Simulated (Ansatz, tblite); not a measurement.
**The cluster GaF3: rung by rung**

How do method and basis change the picture of the cluster GaF3 (singlet)?

Method: as each input shows; program: Ansatz 0.2.0, Gaussian basis.

Levels to be run: GFN1-xTB, GFN2-xTB, PBE-D4/def2-TZVP, r2SCAN-D4/def2-TZVP, PBE-QIDH/def2-TZVP, BHLYP-D4/def2-TZVP, HF/def2-TZVP, BLYP-D4/def2-TZVP, B3LYP-D4/def2-TZVP, PBE+5HF/def2-TZVP, PBE+10HF/def2-TZVP, PBE+15HF/def2-TZVP, PBE+35HF/def2-TZVP, PBE+50HF/def2-TZVP, PBE-D4/def2-SVP, PBE0-D4/def2-SVP, HF/6-31G, B3LYP-D4/6-31G, PBE0-D4/def2-TZVPD, PBE-D4/def2-TZVPD, r2SCAN-D4/def2-TZVPD, CCSD(T)/def2-TZVPP, MP2/def2-TZVP, RPA/def2-TZVP.

## Step 1: The relaxed structure

The geometry is that of the singlet, from an earlier relaxation (PBE-D4/def2-TZVP). At that level it is the lowest of the isomers that a small search found.

4 atoms, charge 0, spin multiplicity 1.

Bond lengths: Ga1–F2 1.746 Å, Ga1–F3 1.746 Å, Ga1–F4 1.746 Å. Angles: F2–Ga1–F3 120.0°, F2–Ga1–F4 120.0°, F3–Ga1–F4 120.0°.

Coordinates:

```xyz
4
charge 0, multiplicity 1
Ga    0.0001    0.0000    0.0002
F    -0.4776   -1.5241    0.7055
F     0.3599    1.3642    1.0289
F     0.1177    0.1598   -1.7346
```

PBE0-D4/def2-TZVP was run before; its log isn't repeated, and its numbers join the tables.

## Step 2: GFN1-xTB

Tight binding, by tblite at 300 K electronic temperature and without a spin-polarisation term:

```python
tblite.interface.Calculator('GFN1-xTB', numbers, positions, charge=0, uhf=0).singlepoint()
```

Energy -458.4375 eV, HOMO -14.42 eV, LUMO -9.15 eV; 0.003 s.

## Step 3: GFN2-xTB

Tight binding, by tblite at 300 K electronic temperature and without a spin-polarisation term:

```python
tblite.interface.Calculator('GFN2-xTB', numbers, positions, charge=0, uhf=0).singlepoint()
```

Energy -422.8511 eV, HOMO -15.05 eV, LUMO -11.23 eV; 0.002 s.

## Step 4: PBE-D4/def2-TZVP

start.molden holds the orbitals of an earlier run on this state, given as this run's starting guess.

in.yaml

```yaml
crystal:
  periodic: [false, false, false]
  atoms:
    - {symbol: Ga, position_ang: [0.000123, 0.000033, 0.000164]}
    - {symbol: F, position_ang: [-0.477648, -1.524062, 0.705513]}
    - {symbol: F, position_ang: [0.359852, 1.364197, 1.028920]}
    - {symbol: F, position_ang: [0.117672, 0.159821, -1.734588]}
basis:
  gaussian: {orbitals: def2-TZVP, initial_orbitals: start.molden}
hamiltonian: {xc: pbe, dispersion: d4}
scf: {omitted_lower_state_checks: [starts]}
output: {orbitals: {seedname: orbitals}}
```

On the command line:

```
$ ansatz run in.yaml --threads 4 --pin off --events-out ev --progress --plain --max-ram 3916MiB
```

The runs that follow: r2SCAN-D4/def2-TZVP; PBE-QIDH/def2-TZVP; BHLYP-D4/def2-TZVP; HF/def2-TZVP; BLYP-D4/def2-TZVP; B3LYP-D4/def2-TZVP; PBE+5HF/def2-TZVP; PBE+10HF/def2-TZVP; PBE+15HF/def2-TZVP; PBE+35HF/def2-TZVP; PBE+50HF/def2-TZVP; PBE-D4/def2-SVP; PBE0-D4/def2-SVP; HF/6-31G; B3LYP-D4/6-31G; PBE0-D4/def2-TZVPD; PBE-D4/def2-TZVPD; r2SCAN-D4/def2-TZVPD; CCSD(T)/def2-TZVPP; MP2/def2-TZVP; RPA/def2-TZVP.

**Question.** What will the summary of the whole plan be? Wanted: gap in def2-TZVP, named functionals and Hartree-Fock, smallest and largest; gap over the share of exact exchange; correlation energy, CCSD(T)/def2-TZVPP; correlation energy, MP2/def2-TZVP; binding an atom, CCSD(T)/def2-TZVPP; PBE0 total energy, smallest basis above largest.

**Answer**, as computed:

| quantity | value |
| --- | --- |
| gap in def2-TZVP, named functionals and Hartree-Fock, smallest and largest | 5.96 eV (BLYP-D4), 18.08 eV (HF) |
| gap over the share of exact exchange | 6.05 eV at 0, 12.35 eV at 0.5 |
| correlation energy, CCSD(T)/def2-TZVPP | -26.91 eV |
| correlation energy, MP2/def2-TZVP | -26.43 eV |
| binding an atom, CCSD(T)/def2-TZVPP | 3.603 eV |
| PBE0 total energy, smallest basis above largest | 17.15 eV (def2-SVP, def2-TZVPD) |

Over the named functionals and Hartree-Fock in def2-TZVP the gap runs from 5.96 eV (BLYP-D4) to 18.08 eV (HF); exact exchange widens it. Raising the share of exact exchange from 0 to 0.5 moves the HOMO by -4.27 eV and the LUMO by +2.04 eV. A small miss in a minimal or small basis is a cancelling of errors, not accuracy. The functionals in def2-TZVP miss CCSD(T)/def2-TZVPP by -0.276 (BHLYP-D4) to +0.127 eV (PBE-D4) an atom. The reference is CCSD(T) in one finite basis, so it carries an error of its own, often a tenth of an eV or more, and near misses can't be ranked.
